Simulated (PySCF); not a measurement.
## LiSi⁺: one state, many levels of theory

State: ³Π (triplet), unpaired electrons σ ↑, π ↑. Set-up: PySCF, no relativity, basis sets Li 3-21G, Si 3-21G. De refers to Li⁺ + Si in their high-spin ground configurations, without counterpoise correction. The functionals are run spin-unrestricted. A positive dipole points towards Si; it is taken about the centre of mass and depends on that origin.

```tsv
Level	Re (Å)	ωe (cm⁻¹)	De (eV)	μ (D)
UHF	2.877	257	0.69	-8.17
UHF-MP2	2.860	263	0.75	n/a
UHF-SCS-MP2	2.857	264	0.75	n/a
UHF-CCSD	2.859	264	0.78	n/a
UHF-CCSD(T)	2.859	265	0.79	n/a
PBE	2.859	252	0.80	-7.78
r²SCAN	2.887	247	0.70	-8.15
PBE0	2.848	257	0.77	-7.89
r²SCAN0	2.871	252	0.70	-8.13
B97-3	2.872	248	0.68	-8.15
M06-2X	2.815	259	0.75	-7.86
ωB97X	2.865	253	0.65	-8.34
```

(1) Which functional lies closest to UHF-CCSD(T) in De, which farthest, and by how much do they differ from it?

(2) What does a quarter of exact exchange do here, going from r²SCAN to r²SCAN0?

(3) What does second-order correlation do here, going from UHF to UHF-MP2?

Correlated steps freeze 5 core orbitals. For an ion De counts to the pair picked by the measured ionisation energies or electron affinities, which need not be the lowest pair at this level. 3-21G is very small, so such numbers show the basis as much as the molecule. The state is the lowest determinant that a PBE0 search found; another state may lie lower at other levels.

## Answers

(1) Closest is PBE (+0.0 pm in Re, -4.9 % in ωe, +0.01 eV in De against UHF-CCSD(T) in the same basis), farthest ωB97X (+0.6 pm in Re, -4.5 % in ωe, -0.14 eV in De). CCSD(T) converges more slowly with the basis than the functionals do and binds too weakly in this one, so the order can change at the basis-set limit.

(2) r²SCAN0 less r²SCAN: -1.6 pm in Re, +2.0 % in ωe, +0.00 eV in De. Exact exchange removes part of the self-interaction that spreads semilocal densities, and in most molecules shortens and stiffens the bond and lowers De; so it does here.

(3) UHF-MP2 less UHF: -1.7 pm in Re, +2.3 % in ωe, +0.06 eV in De. Correlation nearly always deepens the well. The bond shortens, as in weak, metallic or heavy-atom bonds, where dispersion and the correlation of outer-core electrons pull the atoms together.
